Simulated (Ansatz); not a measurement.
We consider fcc Ag, described by r²SCAN (Ansatz, a quantum-chemistry and plane-wave program, PAW).

Run with plane-wave cutoff 560 eV, 24×24×24 k mesh, Fermi–Dirac smearing 0.05 eV, no spin polarisation, scalar-relativistic PAW data made under PBE.

Results at a series of volumes:

```csv
V (Å³/atom),E − E_lowest (meV/atom),P (GPa)
16.244,22.95,7.62
16.590,9.71,4.73
16.935,2.30,2.20
17.281,0.00,-0.02
17.626,2.18,-1.96
17.972,8.27,-3.65
18.318,17.79,-5.13
```

### Question
Fit the third-order Birch–Murnaghan equation and give B0 and B′.

### Answer
V0 = 17.278 Å³/atom, B0 = 104 GPa, B′ = 5.7 (fit to the energies at full precision).

Measured, for comparison: bulk modulus 110 GPa (corrected for temperature and zero-point phonon effects, our sources range from 104 to 111; as tabulated in Levämäki et al. (2014), arXiv:1402.3671); equilibrium volume per atom 16.76 Å³/atom (static lattice: zero-point anharmonic expansion removed; as tabulated in Mejia-Rodriguez and Trickey (2018), arXiv:1807.09216). Computed (rounded) less measured: bulk modulus -5 % (0.0 % to -6 % over the range), equilibrium volume per atom +3.1 %.

Static lattice: no zero-point or thermal effects.
